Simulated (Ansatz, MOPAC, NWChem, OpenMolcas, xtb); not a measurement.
## Cl2 (chlorine): methods side by side

Cl2, singlet, SMILES `ClCl`. Each level relaxes the structure for itself.

Quantity: the equilibrium bond length, in Å. The values are calculated.

Task: The value from experiment is 1.988 Å (Huber and Herzberg, Constants of Diatomic Molecules). From what is known of these methods, estimate their order from the nearest to it to the farthest.
A. PBE0/def2-SVP (Ansatz)
B. PBE/def2-SVP (NWChem)
C. PBE0-D4/def2-TZVP (Ansatz)
D. HF/3-21G (NWChem)
E. CASSCF(14,8)/cc-pVDZ (OpenMolcas)

Result: C (1.982 Å, -0.006), A (2.025 Å, +0.037), B (2.054 Å, +0.066), E (2.080 Å, +0.092), D (2.193 Å, +0.205).
